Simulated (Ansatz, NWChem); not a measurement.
# Predicting a hybrid from its neighbours: P2 (diphosphorus)

The species is P2 (2 atoms), meant as a singlet with charge 0. SMILES: `P#P`. The bond length is the measured one.

The vertical ionisation energy (to the doublet cation) y, in eV, basis def2-TZVPPD; a is the functional's share of exact exchange. Programs: Ansatz 0.2.0, NWChem 7.3.0.

```
functional  program     a  y (eV)
    r2SCAN   Ansatz     0   10.52
      TPSS   NWChem     0   10.49
     B3LYP   Ansatz   0.2       ?
      PBE0   Ansatz  0.25   10.44
   r2SCAN0   Ansatz  0.25   10.44
     BHLYP   Ansatz   0.5   10.19
```

Task: Fit y = c + s·a to the known rows and predict B3LYP.

Result: 
1. Means of the 5 rows: a = 0.2000, y = 10.416.
2. Σ(Δa)² = 0.175, Σ(Δa·Δy) = -0.101, so the slope is -0.101/0.175 = -0.57714.
3. Intercept: 10.416 − (-0.57714) × 0.2000 = 10.531. The largest residual of the fit is 0.053.
4. B3LYP: 10.531 + (-0.57714) × 0.2 = 10.42 eV.

The run gave 10.43 eV, so the prediction is off by -0.01 eV, within the scatter of the fit. The measured value is 10.62 eV (NIST CCCBDB).
